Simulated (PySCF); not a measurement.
# From one method to the next for SiC (triplet)

Aim: see what other levels and later steps give for SiC (triplet).

Program: PySCF 2.14.0. Level of theory: each script names its method and basis. These are calculated values, not measurements.

3 further runs of the same task are left out: 3 that didn't finish.

### 1 The starting structure

SiC (triplet): 2 atoms, charge 0, spin multiplicity 3.

Bond lengths: Si1–C2 1.889 Å.

### 2 Base script

The input, input.py:

```python
from pyscf import gto, dft

mol = gto.M(
    atom='Si 0 0 0; C 0 0 1.889',
    basis='6-311++g**',
    charge=0,
    spin=2,
    verbose=4,
)
mf = dft.UKS(mol, xc='revpbe')
mf.kernel()
mf.dip_moment()
print('orbital energies (hartree):', [e[max(0, n-3):n+3].round(4) for e, n in zip(mf.mo_energy, mol.nelec)])
```

Launch:

```sh
$ OMP_NUM_THREADS=1 python input.py
```

### 3 CCSD(T) (UHF)

Variant 1 changes step after the SCF: none → ccsd(t); SCF type: UKS → UHF; functional: revpbe → none (Hartree–Fock).

Changes to input.py since step 2:

```diff
@@ -1,2 +1,2 @@
-from pyscf import gto, dft
+from pyscf import gto, scf, cc
 
@@ -9,4 +9,7 @@
 )
-mf = dft.UKS(mol, xc='revpbe')
+mf = scf.UHF(mol)
 mf.kernel()
+mycc = cc.CCSD(mf)
+mycc.kernel()
+mycc.ccsd_t()
 mf.dip_moment()
```

### 4 TDDFT

Variant 2 changes step after the SCF: none → tddft; number of roots: none → 5.

Changes to input.py since step 2:

```diff
@@ -1,2 +1,2 @@
-from pyscf import gto, dft
+from pyscf import gto, dft, tdscf
 
@@ -11,2 +11,6 @@
 mf.kernel()
+td = tdscf.TDDFT(mf)
+td.nstates = 5
+td.kernel()
+td.analyze()
 mf.dip_moment()
```

### 5 B3lyp5

Variant 3 changes functional: revpbe → b3lyp5.

Changes to input.py since step 2:

```diff
@@ -9,3 +9,3 @@
 )
-mf = dft.UKS(mol, xc='revpbe')
+mf = dft.UKS(mol, xc='b3lyp5')
 mf.kernel()
```

### 6 Tpss

Variant 4 changes functional: revpbe → tpss.

Changes to input.py since step 2:

```diff
@@ -9,3 +9,3 @@
 )
-mf = dft.UKS(mol, xc='revpbe')
+mf = dft.UKS(mol, xc='tpss')
 mf.kernel()
```

**Question.** What will these runs give? Wanted: for each run, E(SCF); from base; gap, α spin; SCF dipole; after the SCF.

As calculated:

```csv
run,E(SCF) (hartree),from base (eV),cycles,"gap, α spin (eV)",SCF dipole (D),after the SCF
base,-327.310339,0,10,2.41,2.26,n/a
CCSD(T) (UHF),-326.591553,not comparable,18,8.56,2.00,CCSD(T) correlation -9.968 eV
TDDFT,-327.310339,0.0000,10,2.41,2.26,lowest root found 1.94 eV
b3lyp5,-327.318092,not comparable,10,4.05,2.56,n/a
tpss,-327.403167,not comparable,10,2.49,2.29,n/a
```

In words: The α-spin gap between the frontier levels is 2.4 eV with revpbe (0 % exact exchange) and 4.0 eV with b3lyp5 (20 %): exact exchange opens it. Total energies of different functionals can't be compared with each other; differences within one functional can. The dearest run is “CCSD(T) (UHF)”, at 25 s against 2 s.
